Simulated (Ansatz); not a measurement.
## Strength of the C–H bond: C3H4 → C3H3 + H

Species: C3H4 (allene) `C=C=C`, singlet; C3H3 (propargyl radical) `[CH]=C=C`, doublet; H atom, doublet. 

Shapes, held fixed at every level: PBE0-D4/def2-TZVP. Programs: Ansatz 0.2.0. The zero-point and thermal change to 298 K, harmonic and unscaled (5/2 RT less the spin-orbit lowering for atoms, PBE0-D4/def2-TZVP), is -30.0 kJ/mol.

Estimate the reaction enthalpy at 298 K.

From tabulated heats of formation (Active Thermochemical Tables, tabulated atomic heats), ΔH(298 K) = +379.3 kJ/mol. Nearest: wB97X-V/def2-TZVPP (+1.4); farthest: HF/def2-SVP (-114.2). 4 of 7 levels lie within 10 kJ/mol. Electron pairs are made or broken, so correlation matters. Spin contamination: C3H3 (⟨S²⟩ up to 0.96). Open shells run unrestricted unless RO is named.

| level | kind | ΔH (kJ/mol) | computed − measured |
| --- | --- | --- | --- |
| HF/def2-SVP | Hartree–Fock | +265.2 | -114.2 |
| r2SCAN-D4/def2-TZVPP | meta-GGA | +363.1 | -16.2 |
| B3LYP-D4/def2-TZVPP | global hybrid | +376.7 | -2.6 |
| PBE0-D4/def2-TZVPP | global hybrid | +371.1 | -8.3 |
| r2SCAN0-D4/def2-TZVPP | global hybrid | +362.1 | -17.3 |
| wB97X-V/def2-TZVPP | range-separated hybrid | +380.8 | +1.4 |
| B2PLYP/def2-TZVPP | double hybrid | +373.3 | -6.1 |
